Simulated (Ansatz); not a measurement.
# PH3: energies up the ladder, part 2 of 2

Aim: energies up the ladder, for PH3, with the cost of each level.

Ansatz 0.2.0, Gaussian bases.

### Step 18. The cation of multiplicity 2 at the same geometry, r2SCAN-D4/def2-TZVPP

Input file input.yaml:

```yaml
crystal:
  periodic: [false, false, false]
  atoms:
    - { symbol: P, position_ang: [0.00431473, -0.00288593, 0.07225489] }
    - { symbol: H, position_ang: [-0.51517706, 1.10894188, -0.64101316] }
    - { symbol: H, position_ang: [1.13323105, -0.12045327, -0.78010154] }
    - { symbol: H, position_ang: [-0.75614872, -0.93766268, -0.67786019] }
magnetization:
  spin_polarized: true
  initial_magnetization: 1
total_charge: 1
basis:
  gaussian: { orbitals: def2-TZVPP }
hamiltonian:
  xc: r2scan
  dispersion: d4
```

Command:

```console
ansatz run input.yaml --threads 2 --pin off --max-ram 5120MiB --backend cpu --events-out ev --progress --plain --runs-dir out
```

The log of the run, shortened:

```text
Warning: RAYON_NUM_THREADS=2 ignored (pool sized by the plan → 2); use --threads N
Engine: ansatz 0.2.0, x86_64-unknown-linux-gnu
Functional definition: r2SCAN
  parameter k0 = 0.174
  parameter k1 = 0.065
  parameter a1 = 4.9479
  exchange = r2scan_x(k0 = k0, k1 = k1, a1 = a1)
  correlation = r2scan_c
464 factors; their error is unknown
mean field evaluation 1: about -9324.7820 eV, gradient 1.8e1 eV
mean field evaluation 2: about -9325.6982 eV, gradient 1.3e1 eV
mean field evaluation 4: about -9326.3579 eV, gradient 8.4e-1 eV
mean field evaluation 8: about -9326.3441 eV, gradient 3.9e-3 eV
mean field -9326.34410836 eV, -342.7368243592 hartree, gradient 7.3e-5 eV, S^2 0.755394; 0 other end points of the search recorded, 0 dependent functions left out
reference -9326.34411845 eV, -342.7368247300 hartree; 9, 8 occupied and 75, 76 virtual orbitals, 464 factors
Total energy: -9326.34754559 eV, -342.7369506749 hartree
```

Run time: 3.7 s. Hardware: 2 threads of Intel Xeon at 2.50GHz (Skylake/Cascade Lake), shared host; peak memory 0.14 GiB.

### Step 19. The cation of multiplicity 2 at the same geometry, B3LYP-D4/def2-TZVPP

Changes to input.yaml since step 18:

```diff
@@ -14,3 +14,3 @@
 hamiltonian:
-  xc: r2scan
+  xc: { name: B3LYP }
   dispersion: d4
```

Command:

```console
ansatz run input.yaml --threads 2 --pin off --max-ram 5120MiB --backend cpu --events-out ev --progress --plain --runs-dir out
```

The log of the run, shortened:

```text
Warning: RAYON_NUM_THREADS=2 ignored (pool sized by the plan → 2); use --threads N
[... 7 set-up lines as earlier in the session ...]
474 factors; their error is unknown
mean field evaluation 1: about -9326.3621 eV, gradient 1.7e1 eV
mean field evaluation 2: about -9327.2825 eV, gradient 1.1e1 eV
mean field evaluation 4: about -9327.7439 eV, gradient 3.9e-1 eV
mean field evaluation 8: about -9327.7388 eV, gradient 1.9e-1 eV
mean field evaluation 16: about -9327.7389 eV, gradient 4.7e-6 eV
mean field -9327.73885458 eV, -342.7880803374 hartree, gradient 4.7e-6 eV, S^2 0.752097; 0 other end points of the search recorded, 0 dependent functions left out
reference -9327.73903063 eV, -342.7880868070 hartree; 9, 8 occupied and 75, 76 virtual orbitals, 474 factors
Total energy: -9327.76422672 eV, -342.7890127461 hartree
```

Run time: 2.9 s. Hardware: 2 threads of Intel Xeon at 2.50GHz (Skylake/Cascade Lake), shared host; peak memory 0.12 GiB.

### Step 20. The cation of multiplicity 2 at the same geometry, wB97M-V/def2-TZVPP

Changes to input.yaml since step 19:

```diff
@@ -14,3 +14,2 @@
 hamiltonian:
-  xc: { name: B3LYP }
-  dispersion: d4
+  xc: { name: wB97M-V }
```

Command:

```console
ansatz run input.yaml --threads 2 --pin off --max-ram 5120MiB --backend cpu --events-out ev --progress --plain --runs-dir out
```

The log of the run, shortened:

```text
Warning: RAYON_NUM_THREADS=2 ignored (pool sized by the plan → 2); use --threads N
[...]
[... 1 set-up line as earlier in the session ...]
[...]
  gx(w, u) = 1 - cx + cx01*u + cx10*w
  gss(w, u) = css00 + css04*u^4 + css10*w + css20*w^2 + css43*w^4*u^3
  gos(w, u) = cos00 + cos10*w + (cos20 + cos21*u)*w^2 + (cos60 + cos61*u)*w^6
[...]
      + integral(e_c_pw_mod_opposite_spin*gos(b97_w_opposite, b97_u_opposite)) + vv10(b, c)
464 factors; their error is unknown
108 factors; integrals over basis functions are off by at most 1.5e-5 eV
[...]
mean field -9326.06634604 eV, -342.7266167823 hartree, gradient 2.9e-5 eV, S^2 0.751454; 0 other end points of the search recorded, 0 dependent functions left out
reference -9326.06637918 eV, -342.7266180002 hartree; 9, 8 occupied and 75, 76 virtual orbitals, 464 factors
Total energy: -9326.06637918 eV, -342.7266180002 hartree
```

It took 5.5 s on 2 threads of Intel Xeon at 2.50GHz (Skylake/Cascade Lake), shared host; peak memory 0.18 GiB.

### Step 21. The cation of multiplicity 2 at the same geometry, B2PLYP/def2-TZVPP

Changes to input.yaml since step 20:

```diff
@@ -14,2 +14,2 @@
 hamiltonian:
-  xc: { name: wB97M-V }
+  xc: { name: B2PLYP }
```

Command:

```console
ansatz run input.yaml --threads 2 --pin off --max-ram 5120MiB --backend cpu --events-out ev --progress --plain --runs-dir out
```

The log of the run, shortened:

```text
Warning: RAYON_NUM_THREADS=2 ignored (pool sized by the plan → 2); use --threads N
[...]
[... 1 set-up line as earlier in the session ...]
[...]
466 factors; integrals over basis functions are off by at most 6.4e-4 eV
[...]
mean field -9322.38942431 eV, -342.5914924008 hartree, gradient 2.0e-6 eV, S^2 0.753088; 0 other end points of the search recorded, 0 dependent functions left out
5 core orbitals not correlated: weight in the atoms' cores, before any rotation towards them, 1.000 or more for the frozen orbitals, at most 0.000 for the correlated occupied ones
reference -9322.38953585 eV, -342.5914965000 hartree; 4, 3 occupied and 75, 76 virtual orbitals, 466 factors
second order -4.51908365 eV of doubles, -0.00000000 eV of singles
Total energy: -9323.60968844 eV, -342.6363362804 hartree
```

Run time: 3.8 s. Hardware: 2 threads of Intel Xeon at 2.50GHz (Skylake/Cascade Lake), shared host; peak memory 0.12 GiB.

### Step 22. The cation of multiplicity 2 at the same geometry, CCSD(T)/def2-TZVPP

Changes to input.yaml since step 21:

```diff
@@ -13,3 +13,5 @@
   gaussian: { orbitals: def2-TZVPP }
-hamiltonian:
-  xc: { name: B2PLYP }
+correlation:
+  method: ccsd_t
+scf:
+  omitted_lower_state_checks: [cluster_reference]
```

Command:

```console
ansatz run input.yaml --threads 2 --pin off --max-ram 5120MiB --backend cpu --events-out ev --progress --plain --runs-dir out
```

The log of the run, shortened:

```text
Warning: RAYON_NUM_THREADS=2 ignored (pool sized by the plan → 2); use --threads N
[...]
[... 1 set-up line as earlier in the session ...]
[...]
466 factors; integrals over basis functions are off by at most 6.4e-4 eV
[...]
mean field -9310.00511932 eV, -342.1363775870 hartree, gradient 1.1e-6 eV, S^2 0.755213; 0 other end points of the search recorded, 0 dependent functions left out
5 core orbitals not correlated: weight in the atoms' cores, before any rotation towards them, 1.000 or more for the frozen orbitals, at most 0.000 for the correlated occupied ones
reference -9310.00511932 eV, -342.1363775870 hartree; 4, 3 occupied and 75, 76 virtual orbitals, 466 factors
second order -3.63878204 eV of doubles, -0.00000000 eV of singles
cycle   1  -4.16357925 eV  change   -5.2e-1 eV  update   5.4e-2
[...]
cycle   9  -4.38058454 eV  change    4.1e-6 eV  update   4.0e-6
perturbative correction -0.13134513 eV, -0.0048268444 hartree
Total energy: -9314.51704899 eV, -342.3021879439 hartree
Checks for a lower state left out: cluster_reference
```

Wall time 6.8 s (2 threads of Intel Xeon at 2.50GHz (Skylake/Cascade Lake), shared host); peak memory 0.29 GiB.

### Step 23. The cation of multiplicity 2 at the same geometry, CCSD(T)/def2-QZVPP

Changes to input.yaml since step 22:

```diff
@@ -12,3 +12,3 @@
 basis:
-  gaussian: { orbitals: def2-TZVPP }
+  gaussian: { orbitals: def2-QZVPP.json }
 correlation:
```

Command:

```console
ansatz run input.yaml --threads 2 --pin off --max-ram 5120MiB --backend cpu --events-out ev --progress --plain --runs-dir out
```

The log of the run, shortened:

```text
Warning: RAYON_NUM_THREADS=2 ignored (pool sized by the plan → 2); use --threads N
[...]
[... 1 set-up line as earlier in the session ...]
[...]
930 factors; integrals over basis functions are off by at most 8.0e-4 eV
[...]
mean field -9310.28506538 eV, -342.1466654148 hartree, gradient 4.2e-6 eV, S^2 0.755328; 0 other end points of the search recorded, 0 dependent functions left out
5 core orbitals not correlated: weight in the atoms' cores, before any rotation towards them, 1.000 or more for the frozen orbitals, at most 0.000 for the correlated occupied ones
reference -9310.28506538 eV, -342.1466654148 hartree; 4, 3 occupied and 151, 152 virtual orbitals, 930 factors
second order -3.90654091 eV of doubles, -0.00000000 eV of singles
cycle   1  -4.38226927 eV  change   -4.8e-1 eV  update   5.4e-2
[...]
cycle   9  -4.59936424 eV  change    8.4e-6 eV  update   5.0e-6
perturbative correction -0.14735321 eV, -0.0054151305 hartree
Total energy: -9315.03178283 eV, -342.3211040636 hartree
Checks for a lower state left out: cluster_reference
```

Run time: 29 s. Hardware: 2 threads of Intel Xeon at 2.50GHz (Skylake/Cascade Lake), shared host; peak memory 1.7 GiB.

### Step 24. Extrapolation to the basis-set limit

CCSD(T)/CBS estimate, frozen core: CCSD(T) correlation extrapolated, from def2-TZVPP and def2-QZVPP: mean field -9310.3236 eV, total -9315.2443 eV. The exponents are 7.88 (mean field) and 2.97 (correlation).

### Step 25. Geometries side by side

```csv
level,P1–H2 (Å),P1–H3 (Å),rotational constants (MHz),dipole (D),highest frequency (cm⁻¹),CPU time
PBE0-D4/def2-TZVPP,1.4194,1.4194,"133350, 133340, 118040",0.68,2423,11 s
```

Constants are for the commonest isotopes at the equilibrium geometry; times are CPU times of the relaxations.

### Step 26. Vertical ionisation energy

```csv
level,vertical ionisation energy (eV),from CCSD(T)/CBS (eV),CPU time of both
PBE-D4/def2-TZVPP,10.502,-0.136,3.4 s
r2SCAN-D4/def2-TZVPP,10.447,-0.191,6.5 s
B3LYP-D4/def2-TZVPP,10.618,-0.020,4.5 s
wB97M-V/def2-TZVPP,10.588,-0.049,12 s
B2PLYP/def2-TZVPP,10.498,-0.140,6.5 s
CCSD(T)/def2-TZVPP,10.537,-0.101,9 s
CCSD(T)/def2-QZVPP,10.594,-0.044,63 s
CCSD(T)/CBS,10.638,+0.000,-
```

### Step 27. Outcome

This closing draws on all 2 parts.

| quantity | value |
| --- | --- |
| P1–H2 at PBE0-D4/def2-TZVPP | 1.419 Å |
| P1–H3 at PBE0-D4/def2-TZVPP | 1.419 Å |
| frequencies at PBE0-D4/def2-TZVPP | 1003 to 2423 cm⁻¹ |
| vertical ionisation energy, CCSD(T)/CBS | 10.638 eV |

What this shows: Against the measured dipole moment of H3P, 0.57395 D (quoted in “Spectroscopic parameters of phosphine, PH3, in its ground vibrational state”, 2013, arxiv:1305.1138), the calculated 0.68 D is off by +19.3 %. 2 values of this kind are on record in papers (0.57395 to 0.58 D); this one was drawn at random among those near their median, those with a stated uncertainty first. That is PBE0-D4/def2-TZVPP. No mode is imaginary, so the geometry is a minimum. For the vertical ionisation energy, B3LYP-D4/def2-TZVPP comes nearest to CCSD(T)/CBS (-0.02 eV) and r2SCAN-D4/def2-TZVPP is farthest (-0.19 eV). Measured ionisation energy of H3P: 9.87 eV (NIST CCCBDB values in ase.data.cccbdb_ip). This calculation gives 10.64 eV (+0.77 eV). The calculated value is vertical, without zero-point energy; a measured adiabatic one lies lower.
